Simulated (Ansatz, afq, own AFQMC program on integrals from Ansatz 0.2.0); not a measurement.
## GeNH⁺, doublet: AFQMC among the cluster methods

```yaml
atoms:
  - { symbol: Ge, position_ang: [0.0000, 0.0143, 0.3293] }
  - { symbol: N, position_ang: [0.0000, -0.1264, -1.5555] }
  - { symbol: H, position_ang: [0.0000, 0.7301, -2.1167] }
```

Connectivity, by distances: Ge–NH.

Basis cc-pVDZ. Only valence electrons are correlated. Integrals, coupled cluster, full CI and functionals: Ansatz 0.2.0; the random walks run on the same integrals in our own AFQMC program. The CISD trial takes its coefficients from CCSD amplitudes. Released means that phaseless walkers are propagated on without the constraint, phases kept. Error bars are statistical, one sigma. No spin–orbit coupling.

Determinant: ROHF, the one that the program's search chose, which needn't be the lowest solution. The geometry is a PBE0/def2-TZVP stationary point of this or a neighbouring charge and spin state.

No full CI on the walks' own integrals is used here; CCSDT(Q) serves as the reference and is uncertain by about the last step of the cluster series.

Cautions: no relativity below Rb; no spin-orbit coupling; inner d shell frozen.

```
T1 diagnostic                               : 0.0342
weight of the determinant in the CISD state : 0.875
size of the correlated space                : 9 electrons in 31 orbitals
```

Reference: CCSDT(Q), correlation energy -6.269 eV. The released energy is read at 2.40 1/Eh (meV from the phaseless value at times in 1/Eh: -30 ± 18 at 0.24, -10 ± 15 at 0.51, -31 ± 25 at 0.99, -34 ± 15 at 1.62, -10 ± 22 at 2.40).

| level | E − E(reference) (mEh) | share of correlation (%) |
| --- | --- | --- |
| HF | 230.37 | 0.00 |
| MP2 | 37.32 | 83.80 |
| CCSD | 9.26 | 95.98 |
| CCSD(T) | 1.90 | 99.18 |
| CCSDT | 0.65 | 99.72 |
| ph-AFQMC/CISD | 0.95 ± 0.46 | 99.59 |
| released AFQMC | 0.60 ± 0.81 | 99.74 |

A walk keeps the symmetry of its determinant, which the program's search chose and which needn't be the lowest solution, so a lower state of the same spin and another symmetry isn't excluded. Released energies are given only where the last usable release times agree within the noise; a slower fall can still hide under it.
